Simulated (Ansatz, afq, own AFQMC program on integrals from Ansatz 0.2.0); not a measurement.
Integrals from Ansatz 0.2.0, then the random walk in our own AFQMC program (afq).

```yaml
crystal:
  periodic: [false, false, false]
  atoms:
    - {symbol: W, position_ang: [0.000000, 0.000000, 0.000000]}
    - {symbol: H, position_ang: [0.000000, 0.000000, 1.689971]}
basis:
  gaussian: {orbitals: def2-TZVP}
magnetization: {spin_polarized: false, initial_magnetization: 3}
correlation: {method: ccsd_t, electrons: outside_noble_gas, hamiltonian_folder: ham}
```

```sh
$ ansatz run in.yaml --threads 1 --pin off --events-out ev --progress --plain --max-ram 1382MiB
```

Options of the walk:

```
--method free --trial cisd --walkers 60 --time-step 0.03 --max-blocks 80 --target-error 0.00032 --factor-cut 1e-05 --seed 815 --times 0,0.3,0.6,1.2,1.8,2.4,3.6,4.8,6 --taylor-order 8
```

Times are imaginary, in 1/Eh. The walk had a cap of 1304 s. Core potentials past Kr, no spin–orbit coupling.

afq prints:

```
orbitals 42  electrons 5 2  factors 327 of 424
reference energy -66.84928961 Eh
CCSD correlation -0.13567316 Eh in 18 cycles, weight of the determinant in the CISD state 0.8649
repeat  energy at the last time / Eh  error
    10  -66.996722  0.001933
    20  -66.994639  0.001157
    30  -66.994083  0.000781
    40  -66.994193  0.000664
    50  -66.993589  0.000571
    60  -66.992907  0.000565
    70  -66.992884  0.000524
    80  -66.993021  0.000513
time / (1/Eh)  energy / Eh  error  mean overlap
  0.00  -66.984800  0.000075  1.1537
  0.30  -66.988092  0.000134  1.1554
  0.60  -66.989644  0.000131  1.1584
  1.20  -66.991337  0.000180  1.1486
  1.80  -66.992054  0.000187  1.1440
  2.40  -66.992435  0.000202  1.1475
  3.60  -66.992845  0.000277  1.1388
  4.80  -66.992911  0.000373  1.1284
  6.00  -66.993021  0.000513  1.1278
energy -66.993021 +/- 0.000513 Eh
```

The run passed its tests (error under three times the target), which doesn't prove that it has relaxed.

Against this walk (error 14.0 meV) on the same determinant: CCSD(T) 47.7 meV higher, CCSDT(Q) 28.1 meV lower. The error is statistical, and a free projection of finite length keeps a remainder of its start. None of these is a sure reference here.

Cautions: remainder of the start not in the error; error above the target (14.0 against 8.7 meV); no spin-orbit coupling; outer-core shells of the metal frozen; lower spins were not checked; higher spins were not checked; a spin-contaminated unrestricted determinant lies lower (UHF 525 meV lower, ⟨S²⟩ 4.55); CCSDT(Q) on the UHF determinant differs (22 meV lower), perhaps since the unrestricted series falls towards higher spin.

The walk took 5.4 min on 1 thread of Arm Neoverse V2 (shared host). The log's last line is the free-projection energy.

CCSDT and higher add their correlation energy to the determinant of the CCSD(T) run, since their own runs factorise the integrals more tightly (a shift of under 2 meV). A walk keeps the symmetry of its determinant, which the program's search chose and which needn't be the lowest solution, so a lower state of the same spin and another symmetry isn't excluded.
